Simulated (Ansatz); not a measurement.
Basis-set extrapolation for `F[SiH2][SiH3]` (PBE0-D4/def2-TZVP geometry, frozen core, Ansatz 0.2.0). Multiplicity 1, RHF reference.

```
                      def2-TZVPP   def2-QZVPP
                 HF  -680.335928  -680.359263
    MP2 correlation    -0.503557    -0.547135
CCSD(T) correlation    -0.562336      not run
```

Energies in hartree. Use E(X) = E(∞) + A·exp(−7.88·√X) for Hartree–Fock and E(X) = E(∞) + B·X^(−2.97) for correlation, with X = 3 and 4, and add CCSD(T) minus MP2 of the smaller set to the MP2 limit.

Problem. What is the CCSD(T) energy at the basis-set limit?

Solution. HF limit: -680.359263 + (-0.023335) × 0.13774 = -680.36248. MP2 limit: -0.547135 + (-0.043578) × 0.74074 = -0.57941. Higher-order term: -0.562336 − (-0.503557) = -0.05878. Total: -681.00067 hartree, 268.9 kJ/mol below CCSD(T)/def2-TZVPP.
